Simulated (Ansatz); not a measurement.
A calculation with Ansatz (development build ahead of 0.2.0).

```yaml
crystal:
  periodic: [false, false, false]
  atoms:
    - { symbol: C, position_ang: [0.0, 0.0, -0.52281] }
    - { symbol: O, position_ang: [0.0, 0.0, 0.67328] }
    - { symbol: H, position_ang: [0.0, -0.94444, -1.12469] }
    - { symbol: H, position_ang: [0.0, 0.94444, -1.12469] }
basis:
  gaussian: { orbitals: cc-pVDZ }
hamiltonian:
  xc: hf
correlation:
  method: mp2
  frozen_orbitals: { C: 1, H: 0, O: 1 }
```

The input is written out in the form of the current development build from the run's settings.

Output:

```
Converged                       : yes
Reference energy                : -113.87636 hartree
Correlation energy              : -0.31627 hartree
Total energy                    : -114.19263 hartree
Spin squared of the determinant : 0.000
```
